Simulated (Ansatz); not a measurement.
1T (CdI2-type) HfS2, treated with PBE0-D3(BJ) (Ansatz, an electronic-structure program, PAW).

The cell is the one relaxed with PBE-D3(BJ): a = b = 3.6057 Å, c = 5.7681 Å, α = β = 90.00°, γ = 120.00°.

### Question
Predict the interlayer binding energy.

### Answer

- interlayer binding energy: 28.8 meV/Å²

Spin–orbit coupling is not included.

Static lattice: no zero-point or thermal effects.
